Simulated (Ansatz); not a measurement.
**Wavefunction methods compared: CF, doublet**

Computed with Ansatz's Gaussian-basis code (development build); BCCD by scripts on PySCF. Settings: STO-3G; 2 core orbitals frozen; no relativity. Perturbation and coupled-cluster methods stand on the Hartree–Fock determinant that coupled cluster favours; RHF here means ROHF, with semicanonical perturbation theory. The state met can change along the bond. Small basis; these aren't basis-limit values. The unrestricted determinant is a mixture of spins, so it may stand for another state.

Correlation energy of CCSD(T), then each method's total less that of CCSD(T), in eV:

| case | E corr CCSD(T) | CCSD | BCCD | BCCD(T) | determinant |
| --- | --- | --- | --- | --- | --- |
| 1.208 Å RHF | -1.975 | +0.128 | +0.162 | +0.001 | – |
| 1.208 Å UHF | -1.949 | +0.127 | +0.161 | +0.001 | ⟨S²⟩ = 0.753 |
| 1.526 Å RHF | -2.490 | +0.217 | +0.327 | -0.009 | – |
| 1.844 Å RHF | -3.254 | +0.128 | +0.255 | +0.029 | – |
| 1.844 Å UHF | -2.023 | +0.038 | +0.357 | +0.144 | ⟨S²⟩ = 1.413 |
| 3.307 Å UHF | -0.550 | 0.000 | -0.001 | -0.001 | ⟨S²⟩ = 1.750 |
| 3.880 Å UHF | -0.550 | 0.000 | 0.000 | 0.000 | ⟨S²⟩ = 1.750 |

Q: How far does full CI lie from CCSD(T) in each case, and where is CCSD(T) within 1 kcal/mol (0.043 eV)?

A: 1.208 Å RHF: -0.013 eV (within); 1.208 Å UHF: -0.013 eV (within); 1.526 Å RHF: -0.077 eV (outside); 1.844 Å RHF: -0.233 eV (outside); 1.844 Å UHF: -0.120 eV (outside, spin-contaminated determinant); 3.307 Å UHF: -0.005 eV (within, spin-contaminated determinant); 3.880 Å UHF: -0.002 eV (within, spin-contaminated determinant).

Several Brueckner solutions were met.
